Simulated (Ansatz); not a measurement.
**C8H18: a ladder of functionals and wavefunction methods**

The task here is to estimate one member of a computed series from the others.

The runs use Ansatz 0.2.0, Gaussian basis; functionals in def2-TZVPP, the program's frozen cores in correlated methods.

Levels to be run: PBE-D4, r2SCAN-D4, PBE0-D4, B3LYP-D4, ωB97X-V, ωB97M-V, B2PLYP; CCSD(T)/def2-TZVPP; MP2/def2-QZVPP; extrapolation to the limit.

**The relaxed structure**

All runs share one geometry, relaxed beforehand with PBE0-D4 in a triple-zeta def2 set.

SMILES `CC[C@H](C)[C@@H](C)CC`, 26 atoms, charge 0, spin multiplicity 1.

Atoms are counted from 1 here; the program's logs count them from 0.

Bond lengths: C1–C2 1.520 Å, C1–H9 1.094 Å, C1–H10 1.092 Å, C1–H11 1.092 Å, C2–C3 1.529 Å, C2–H12 1.093 Å, C2–H13 1.098 Å, C3–C4 1.524 Å, C3–C5 1.539 Å, C3–H14 1.100 Å, C4–H15 1.091 Å, C4–H16 1.090 Å, C4–H17 1.096 Å, C5–C6 1.526 Å, C5–C7 1.534 Å, C5–H18 1.100 Å, C6–H19 1.091 Å, C6–H20 1.094 Å and more. Angles: C2–C1–H9 111.0°, C2–C1–H10 112.5°, C2–C1–H11 110.8°, H9–C1–H10 107.6°, H9–C1–H11 107.5°, H10–C1–H11 107.2°, C1–C2–C3 114.8°, C1–C2–H12 108.1°, C1–C2–H13 109.7°, C3–C2–H12 109.2°, C3–C2–H13 108.8°, H12–C2–H13 106.0°, C2–C3–C4 111.0°, C2–C3–C5 111.8°, C2–C3–H14 107.5°, C4–C3–C5 111.1°, C4–C3–H14 107.6°, C5–C3–H14 107.6° and more.

Set-up of the first run:

File in.yaml:

```yaml
crystal:
  periodic: [false, false, false]
  atoms:
    - {symbol: C, position_ang: [-0.608439, -2.203965, 1.768645]}
    - {symbol: C, position_ang: [-0.854570, -0.861026, 1.099807]}
    - {symbol: C, position_ang: [0.385370, -0.217760, 0.477698]}
    - {symbol: C, position_ang: [1.471026, -0.001810, 1.525180]}
    - {symbol: C, position_ang: [0.044246, 1.096180, -0.247464]}
    - {symbol: C, position_ang: [1.271295, 1.718911, -0.907343]}
    - {symbol: C, position_ang: [-1.094437, 0.963308, -1.266259]}
    - {symbol: C, position_ang: [-0.861702, -0.056862, -2.369851]}
    - {symbol: H, position_ang: [-0.118678, -2.900484, 1.081132]}
    - {symbol: H, position_ang: [0.020905, -2.118427, 2.656461]}
    - {symbol: H, position_ang: [-1.550498, -2.659571, 2.082486]}
    - {symbol: H, position_ang: [-1.612875, -1.001842, 0.325449]}
    - {symbol: H, position_ang: [-1.289689, -0.161351, 1.825311]}
    - {symbol: H, position_ang: [0.781727, -0.918585, -0.271178]}
    - {symbol: H, position_ang: [1.720789, -0.930758, 2.039866]}
    - {symbol: H, position_ang: [2.394262, 0.375822, 1.084709]}
    - {symbol: H, position_ang: [1.140405, 0.719241, 2.280844]}
    - {symbol: H, position_ang: [-0.307578, 1.798611, 0.521953]}
    - {symbol: H, position_ang: [2.006602, 2.054276, -0.175103]}
    - {symbol: H, position_ang: [1.771098, 1.009656, -1.573783]}
    - {symbol: H, position_ang: [0.986946, 2.589638, -1.504066]}
    - {symbol: H, position_ang: [-1.250829, 1.948817, -1.718582]}
    - {symbol: H, position_ang: [-2.028812, 0.728736, -0.748913]}
    - {symbol: H, position_ang: [-0.776373, -1.071935, -1.973808]}
    - {symbol: H, position_ang: [-1.691005, -0.053549, -3.080915]}
    - {symbol: H, position_ang: [0.050823, 0.154728, -2.932285]}
basis:
  gaussian: {orbitals: def2-TZVPP}
hamiltonian: {xc: pbe, dispersion: d4}
output: {forces: true, orbitals: {seedname: orbitals}}
```

Among the steps run: PBE-D4 (GGA); r2SCAN-D4 (meta-GGA); PBE0-D4 (hybrid); B3LYP-D4 (hybrid); ωB97X-V (range-separated); ωB97M-V (range-separated); B2PLYP (double hybrid); CCSD(T) in def2-TZVPP; MP2 in def2-QZVPP.

One table of the session follows, with a row left open; its other results are not shown here.

| method | atoms, summed (eV) | atomisation energy (kJ/mol) |
| --- | --- | --- |
| PBE-D4 | -8472.560 | 10532.5 |
| r2SCAN-D4 | -8480.756 | 10385.2 |
| PBE0-D4 | -8475.303 | 10440.2 |
| B3LYP-D4 | -8487.629 | 10373.4 |
| ωB97X-V | -8484.009 | 10380.0 |
| ωB97M-V | -8480.839 | 10394.3 |
| B2PLYP | -8478.831 | 10264.1 |
| HF/def2-TZVPP | -8450.126 | 7889.2 |
| MP2/def2-TZVPP | ? | ? |
| CCSD/def2-TZVPP | -8468.961 | 10049.7 |
| CCSD(T)/def2-TZVPP | -8469.403 | 10165.2 |
| MP2/CBS | -8466.986 | 10448.5 |
| CCSD(T)/CBS | -8471.871 | 10369.0 |

Q: Estimate the row for MP2/def2-TZVPP from the others.

The run gave: atoms, summed (eV): -8464.518; atomisation energy (kJ/mol): 10244.7. In the column «atoms, summed (eV)» it lies between MP2/CBS (-8466.986) and HF/def2-TZVPP (-8450.126).

Caveats from the session: Free atoms (8 C, 18 H) were run apart at each level; the atomisation energy is their sum less the molecule, without zero-point or spin-orbit terms.
